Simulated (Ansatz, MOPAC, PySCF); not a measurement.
Species: CHOS, net charge 1, singlet state. SMILES: O=C=[SH+]
Geometry: optimised at B3LYP-D3(BJ)/def2-TZVP (Ansatz, a first-principles code).

Unscaled harmonic wavenumbers (cm⁻¹) in rising order, each level at the stationary point that it reaches from this structure (no distance between atoms moves by over 0.3 Å); the order of modes can differ between levels, and a negative number is imaginary. B3LYP-D3(BJ)/def2-TZVP (PySCF, at the structure above): 403, 471, 718, 979, 2271, 2549.

PM3 (MOPAC): 434, 479, 607, 940, 1515, 2247. Zero-point energy 8.9 against 10.6 kcal/mol; where all levels lie over 400 cm⁻¹, the wavenumbers are on average 0.874 times those of B3LYP-D3(BJ)/def2-TZVP.

PM7 (MOPAC): 379, 406, 607, 906, 2105, 2417. Zero-point energy 9.8 against 10.6 kcal/mol; where all levels lie over 400 cm⁻¹, the wavenumbers are on average 0.901 times those of B3LYP-D3(BJ)/def2-TZVP.

B3LYP/6-31G* (Ansatz): 384, 440, 706, 995, 2270, 2604. Zero-point energy 10.6 against 10.6 kcal/mol; where all levels lie over 400 cm⁻¹, the wavenumbers are on average 0.991 times those of B3LYP-D3(BJ)/def2-TZVP.
